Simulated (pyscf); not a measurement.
**Four-centre exchange: H₂N–SiH•–Cl + HF -> NH₃ + F–SiH•–Cl**

Gas phase, doublet surface, charge 0. Bonds broken: N1–Si2, H4–F8. Bonds formed: N1–H4, Si2–F8. PySCF, gas phase, ωB97X-D3(BJ)/def2-SVP geometries.

Transition state (Å):

```xyz
8

N      0.5320    -0.3144     0.3638
Si     0.1239     1.5266     0.3533
Cl    -1.9042     1.8663     0.6896
H     -0.0046    -0.2034    -0.7778
H      0.0401    -0.8344     1.0916
H      0.9263     2.3710    -0.5917
H      1.5267    -0.5385     0.4130
F     -0.4529     0.6347    -1.4317
```

One imaginary mode, 807i cm⁻¹; descent along it reached the two sides named, in the forms told below.

```json
[
 {"bond": "N1–Si2", "change": "breaks", "reactant side (Å)": "1.762", "saddle": "1.886", "product side": "2.380"},
 {"bond": "H4–F8", "change": "breaks", "reactant side (Å)": "0.943", "saddle": "1.154", "product side": "2.430"},
 {"bond": "N1–H4", "change": "forms", "reactant side (Å)": "1.777", "saddle": "1.266", "product side": "1.021"},
 {"bond": "Si2–F8", "change": "forms", "reactant side (Å)": "3.3", "saddle": "2.077", "product side": "1.645"}
]
```

Electronic energies relative to the separated reactants (kcal/mol):

| level | barrier | reaction energy | reverse barrier |
|---|---|---|---|
| ωB97X-D3(BJ)/def2-TZVP | 11.1 | -16.9 | 28.1 |
| PBE/def2-TZVP | 5.6 | -18.0 | 23.6 |
| r²SCAN/def2-TZVP | 6.8 | -18.7 | 25.5 |
| B3LYP-D3(BJ)/def2-TZVP | 10.5 | -18.0 | 28.5 |
| PBE0-D3(BJ)/def2-TZVP | 8.3 | -16.6 | 24.9 |
| M06-2X/def2-TZVP | 11.2 | -17.5 | 28.6 |
| ωB97M-D3(BJ)/def2-TZVP | 10.5 | -17.9 | 28.4 |
| HF/def2-TZVP | 26.3 | -20.2 | 46.4 |

With ωB97M-D3(BJ)/def2-TZVP energies and thermal terms (ideal gas, 1 atm, RRHO with modes under 100 cm⁻¹ raised to 100, one conformer, R ln 2 for chiral ones without a mode under 150 cm⁻¹), in kcal/mol:

```tsv
T (K)	ΔH‡	ΔG‡	ΔH	ΔG
298	9.8	20.7	-17.0	-17.3
600	9.2	32.1	-17.9	-17.2
900	9.2	43.6	-18.6	-16.7
1200	9.6	55.0	-19.1	-16.0
```

On the reactant side the descent ends in a bound adduct, 8.5 kcal/mol under the separated species and 19.6 kcal/mol under the saddle at ωB97X-D3(BJ)/def2-TZVP. On the product side the descent ends in a bound adduct, 9.9 kcal/mol under the separated species and 38.0 kcal/mol under the saddle at ωB97X-D3(BJ)/def2-TZVP. This is the saddle that the search found; another between the same sides may lie lower.
